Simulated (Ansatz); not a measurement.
**C2H3F2N: how energies converge with the basis set**

How large a basis does C2H3F2N need? Two functionals are run in growing sets.

The runs use Ansatz 0.2.0, Gaussian basis; one geometry, several basis sets.

Levels to be run: PBE0-D4/def2-SVP; ωB97M-V/def2-SVP; PBE0-D4/def2-QZVPP; ωB97M-V/def2-QZVPP; the functionals' def2-TZVPP values are taken from earlier runs.

## (1) The geometry

All runs share one geometry, relaxed beforehand with PBE0-D4 in a triple-zeta def2 set.

SMILES `F/C=N\CF`, 8 atoms, charge 0, spin multiplicity 1.

Atoms are counted from 1 here; the program's logs count them from 0.

Bond lengths: F1–C2 1.335 Å, C2–N3 1.239 Å, C2–H6 1.087 Å, N3–C4 1.409 Å, C4–F5 1.379 Å, C4–H7 1.095 Å, C4–H8 1.095 Å. Angles: F1–C2–N3 126.7°, F1–C2–H6 110.8°, N3–C2–H6 122.5°, C2–N3–C4 128.4°, N3–C4–F5 116.2°, N3–C4–H7 108.1°, N3–C4–H8 108.1°, F5–C4–H7 107.5°, F5–C4–H8 107.5°, H7–C4–H8 109.2°.

## (2) PBE0-D4 in def2-SVP

in.yaml reads:

```yaml
crystal:
  periodic: [false, false, false]
  atoms:
    - {symbol: F, position_ang: [-1.097979, 1.596840, -0.144360]}
    - {symbol: C, position_ang: [-0.739461, 0.729550, 0.805742]}
    - {symbol: N, position_ang: [0.001889, -0.254266, 0.669252]}
    - {symbol: C, position_ang: [0.648218, -0.708128, -0.497650]}
    - {symbol: F, position_ang: [0.433389, 0.032233, -1.641004]}
    - {symbol: H, position_ang: [-1.190591, 0.992976, 1.758878]}
    - {symbol: H, position_ang: [0.310433, -1.729706, -0.698321]}
    - {symbol: H, position_ang: [1.726201, -0.716498, -0.308237]}
basis:
  gaussian: {orbitals: def2-SVP}
hamiltonian: {xc: pbe0, dispersion: d4}
output: {orbitals: {seedname: orbitals}}
```

Launch:

```bash
ansatz run in.yaml --threads 2 --pin off --events-out ev --progress --plain --max-ram 4352MiB
```

The runs that follow: ωB97M-V in def2-SVP; PBE0-D4 in def2-QZVPP; ωB97M-V in def2-QZVPP.

**Question.** What will the summary of the whole plan be? Wanted: PBE0-D4: double and triple zeta above quadruple; ωB97M-V: double and triple zeta above quadruple.

The runs gave:

| quantity | value |
| --- | --- |
| PBE0-D4: double and triple zeta above quadruple | 11.21, 0.47 eV |
| ωB97M-V: double and triple zeta above quadruple | 11.49, 0.45 eV |

PBE0-D4 gains 10.74 eV from double to triple zeta, then 0.47 eV more. Total energies overstate the basis error of differences, where much of it tends to cancel. The LUMO of ωB97M-V is positive and keeps falling with the basis (2.33 to 1.82 eV): an unbound level that the basis holds in place.
